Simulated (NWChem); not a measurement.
# triplet C2F2 at 4 levels

Wanted: a comparison of 4 runs (UHF/STO-3G, UHF/3-21G, UB3LYP/6-31G*) of triplet C2F2. 

Program for the calculation: NWChem 7.3.0.

45 further runs of the same task are left out: 45 set aside as unsound or not needed.

## Step 1: The structure to begin with

C2F2 has 4 atoms, charge 0, and is taken as a triplet. As SMILES of the parent species, `FC#CF`. The coordinates come from a PBE0-D4/def2-TZVP relaxation. That shape belongs to the parent species and isn't relaxed for this state.

Bond lengths: F1–C2 1.277 Å, C2–C3 1.184 Å, C3–F4 1.277 Å. Angles: F1–C2–C3 180.0°, C2–C3–F4 180.0°.

## Step 2: A single-point energy at UHF/STO-3G (run 1)

Contents of run.nw:

```
start run
title "C2F2 hf"
memory 2200 mb

geometry units angstroms noautosym nocenter noautoz
  F    -0.136400    0.128000    1.852800
  C    -0.033700    0.030200    0.583200
  C     0.061400   -0.060400   -0.593400
  F     0.164100   -0.158200   -1.863000
end

basis spherical bse
  * library STO-3G
end

scf
  triplet
  uhf
  thresh 1e-08
  maxiter 80
end

task scf energy
```

Command:

```bash
$ nwchem run.nw > run.out
```

The program printed:

```text
[...]
  functions       =    20
[...]
  wavefunction    = UHF
[...]
         Total SCF energy =   -270.413442846975
      One electron energy =   -567.001855657342
      Two electron energy =    201.077408940311
 Nuclear repulsion energy =     95.511003870056
                       Sz =      1.0000
                 Sz(Sz+1) =      2.0000
                      S^2 =      2.0146
[...]
```

Run time: 1.4 s. Hardware: 1 thread of Intel Xeon Platinum 8488C (Sapphire Rapids), shared host; peak memory 0.099 GiB.

## Step 3: A single-point energy at UHF/3-21G (run 2)

Contents of c2f2.nw:

```
start c2f2
title "C2F2 hf"
memory 2200 mb

geometry units angstroms noautosym nocenter noautoz
  F       -0.136400       0.128000       1.852800
  C       -0.033700       0.030200       0.583200
  C        0.061400      -0.060400      -0.593400
  F        0.164100      -0.158200      -1.863000
end

basis spherical bse
  F library 3-21G
  C library 3-21G
end

scf
  triplet
  uhf
  thresh 1e-08
  maxiter 80
  noprint "final vectors analysis"
end

task scf energy
```

Command:

```bash
$ nwchem c2f2.nw > c2f2.out
```

The program printed:

```text
[...]
  functions       =    36
[...]
  wavefunction    = UHF
[...]
         Total SCF energy =   -272.704132988122
      One electron energy =   -566.652670034553
      Two electron energy =    198.437533176375
 Nuclear repulsion energy =     95.511003870056
                       Sz =      1.0000
                 Sz(Sz+1) =      2.0000
                      S^2 =      2.0126
[...]
```

It took 1.2 s on 1 thread of Intel Xeon Platinum 8488C (Sapphire Rapids), shared host; peak memory 0.1 GiB.

Run 3 isn't shown in full; the table further down has it.

## Step 4: A single-point energy at UB3LYP/6-31G(d) (Cartesian functions) (run 4)

Contents of run.py:

```python
from ase import Atoms
from ase.calculators.nwchem import NWChem

system = Atoms(['F', 'C', 'C', 'F'], positions=[
    [-0.136400, 0.128000, 1.852800],
    [-0.033700, 0.030200, 0.583200],
    [0.061400, -0.060400, -0.593400],
    [0.164100, -0.158200, -1.863000],
])

calc = NWChem(
    label='work',
    theory='dft',
    memory='2200 mb',
    basis='6-31G*',
    dft={'xc': 'b3lyp', 'mult': '3', 'grid': 'xfine', 'convergence': 'energy 1e-08', 'iterations': '100', 'mulliken': None},
    task='energy',
)
system.calc = calc

print("Total energy (eV):", round(system.get_potential_energy(), 6))
```

Command:

```bash
$ export ASE_NWCHEM_COMMAND="nwchem PREFIX.nwi > PREFIX.nwo"
$ python run.py
```

The program printed:

```text
Total energy (eV): -7496.66613
```

The calculator wrote work.nwi:

```
title "work"

permanent_dir work

scratch_dir work

start work

geometry units angstrom nocenter noautosym noautoz
  F  -1.3639999999999999e-01 1.2800000000000000e-01 1.8528000000000000e+00
  C  -3.3700000000000001e-02 3.0200000000000001e-02 5.8320000000000005e-01
  C  6.1400000000000003e-02 -6.0400000000000002e-02 -5.9340000000000004e-01
  F  1.6410000000000000e-01 -1.5820000000000001e-01 -1.8630000000000000e+00
end

memory 2200 mb

basis noprint
   * library 6-31G*
end

dft
  xc b3lyp
  mult 3
  grid xfine
  convergence energy 1e-08
  iterations 100
  mulliken
end

task dft energy
```

work.nwo:

```text
Northwest Computational Chemistry Package (NWChem) 7.3.0
             --------------------------------------------------------

           Job information
           ---------------

    nwchem branch   = 7.3.0
    use scalapack   = T
    input           = work.nwi
    prefix          = work.
    data base       = work/work.db
    status          = startup
    nproc           =        1

           Memory information
           ------------------

    heap     =     72089596 doubles =      550.0 Mbytes
    stack    =     72089601 doubles =      550.0 Mbytes
    global   =    144179200 doubles =     1100.0 Mbytes (distinct from heap & stack)
    total    =    288358397 doubles =     2200.0 Mbytes
    verify   = yes
    hardfail = no

           Directory information
           ---------------------

  0 permanent = work
  0 scratch   = work

                                NWChem Input Module
                                -------------------

                                       work
                                       ----

[... 23 lines left out ...]
            Nuclear Dipole moment (a.u.)
[... 53 lines left out ...]
  convergence criterion.
[... 16 lines left out ...]
          Convergence on density requested:  1.00D-05
[... 22 lines left out ...]
          Spatial weights used:  Erf1
[... 3 lines left out ...]
          Convergence aids based upon iterative change in
[... 95 lines left out ...]
         Total DFT energy =     -275.497401084125
[... 1 line left out ...]
           Coulomb energy =      229.886167987475
[... 1 line left out ...]
 Nuclear repulsion energy =       95.511003870056
[... 430 lines left out ...]
                     DFT Final Beta Molecular Orbital Analysis
[... 491 lines left out ...]
   alpha     51     52     53     54     55     56     57     58     59     60
    beta     51     52     53     55     54     56     57     58     59     60
 overlap   1.000  1.000  1.000  1.000  1.000  1.000  1.000  1.000  1.000  1.000

     --------------------------
     Expectation value of S2:
     --------------------------
      <S2> =      2.0026 (Exact =     2.0000)

 center of mass
 --------------
 x =   0.02617270 y =  -0.02853486 z =  -0.00963760

 moments of inertia (a.u.)
 ------------------
         500.987201397044           3.102030038849          40.275015866554
           3.102030038849         501.289707623166         -38.359078722134
          40.275015866554         -38.359078722134           6.211430723756

     Multipole analysis of the density
     ---------------------------------

     L   x y z        total         alpha         beta         nuclear
     -   - - -        -----         -----         ----         -------
     0   0 0 0     -0.000000    -16.000000    -14.000000     30.000000

     1   1 0 0      0.000002     -0.418762     -0.366417      0.785181
[... 8 lines of this table left out ...]
     2   0 0 2    -15.973879   -130.998453   -121.687732    236.712306

 Task  times  cpu:       12.0s     wall:       12.0s
 Total times  cpu:       12.0s     wall:       12.0s
```

It took 14 s on 1 thread of Intel Xeon Platinum 8488C (Sapphire Rapids), shared host; peak memory 0.12 GiB.

## Step 5: The series

| run | level | iteration cap | module | energy (Eh) | dipole moment (D) | HOMO energy (eV) | ⟨S²⟩ | wall time |
| --- | --- | --- | --- | --- | --- | --- | --- | --- |
| 1 | UHF/STO-3G | 80 | scf | -270.413443 | 0.00 | 0.27 | 2.015 | 1.4 s |
| 2 | UHF/3-21G | 80 | scf | -272.704133 | 0.00 | – | 2.013 | 1.2 s |
| 3 | UB3LYP/6-31G* (spherical functions) | 100 | dft | -275.494169 | 0.00 | -1.19 | 2.003 | 11 s |
| 4 | UB3LYP/6-31G* (Cartesian functions) | 100 | dft | -275.497401 | 0.00 | -1.21 | 2.003 | 14 s |

## Step 6: Results

```
                                 quantity          value
                      run 4: total energy  -275.49740 Eh
                     run 4: dipole moment         0.00 D
run 4: HOMO energy (highest over α and β)       -1.21 eV
                              run 4: ⟨S²⟩          2.003
```

**Reading.** In run 1 the basis is minimal, so the values are rough. All runs together took 27 s, the longest 14 s.
